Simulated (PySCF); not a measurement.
C₃H₃FO₂.
SMILES: `O=C(O)/C=C\F`

The calculation used EOM-IP-CCSD/aug-cc-pVDZ in PySCF, restricted Hartree–Fock reference, frozen core, non-relativistic, gas phase, PBE0-D3(BJ)/def2-SVP geometry.

Hartree–Fock orbital energies give these Koopmans values (eV): HOMO 11.03, HOMO-1 12.72, HOMO-2 13.44, HOMO-3 15.65, HOMO-4 16.50, HOMO-5 17.41, HOMO-6 17.44, HOMO-7 19.23.

Task: What vertical ionisation energies does EOM-IP-CCSD give?

Result: 
```
leading hole (HF orbital)  Koopmans (eV)  EOM-IP-CCSD (eV)  change (eV)  one-hole share
                     HOMO          11.03             10.74        -0.29            0.96
                   HOMO-1          12.72             10.75        -1.97            0.94
                   HOMO-2          13.44             12.02        -1.42            0.94
                   HOMO-3          15.65             13.75        -1.90            0.95
                   HOMO-4          16.50             14.79        -1.71            0.95
                   HOMO-5          17.41             15.45        -1.96            0.94
                   HOMO-6          17.44             15.71        -1.73            0.92
                   HOMO-7          19.23             16.76        -2.47            0.93
```

Task: Does the order of the lines follow the orbital energies?

Result: Yes, no two lines change places. The corrections run from -2.47 to -0.29 eV, with a mean of -1.68 eV over the 8 lines; no line lies above its Koopmans value.

Task: At what kinetic energies would He II light (40.81 eV) eject these electrons?

Result: 30.07 eV (HOMO), 30.06 eV (HOMO-1), 28.79 eV (HOMO-2), 27.06 eV (HOMO-3), 26.02 eV (HOMO-4), 25.36 eV (HOMO-5), 25.10 eV (HOMO-6), 24.05 eV (HOMO-7).

Lines less than 0.15 eV apart could change places at a higher level. One root was sought for each valence orbital with −ε under 21 eV, eight at most, so deeper holes and satellites are missing; no vibrational structure.

The values belong to the conformer `[O:1]=[C:2]([OH:3])/[CH:4]=[CH:5]\[F:6]`: O1–C2–C4–C5 179°, H–O3–C2–O1 0°.
